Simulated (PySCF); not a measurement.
# C4H5PS: the cost of one run

Computed with PySCF 2.14.0 and routines of our own; the level stands in each step. Atoms count from 0.

## Step 1: The system as given

11 atoms, charge 0, multiplicity 1; geometry from: GFN2-xTB.

## Step 2: Geometry optimisation at PBE0-D3(BJ)/def2-SVP

What the job is given:

```
{"job": {"xc": "PBE0", "basis": "def2-SVP", "d3": "d3bj", "grid": 1, "kind": "geom"}, "charge": 0, "multiplicity": 1}
S      2.536746    -0.031310     1.580503
P      1.296663    -0.261729     0.116236
C      0.341383     1.163712    -0.461589
C     -0.966741     0.892587    -0.351536
C     -1.280015    -0.443630     0.123930
C     -0.217121    -1.216771     0.387229
H      1.817732    -0.806157    -1.065469
H      0.774822     2.097014    -0.776465
H     -1.754253     1.590826    -0.588551
H     -2.304850    -0.757492     0.245308
H     -0.238941    -2.224380     0.764440
```

Started as:

```
> OMP_NUM_THREADS=1 python excited_run.py task.json out
```

The driver reads the jobs from task.json and runs them one after another.

Q: Estimate the wall time and peak memory of this first job on 1 thread of AMD EPYC 9R45, shared host.

About 15 s, with a peak of 0.54 GiB.
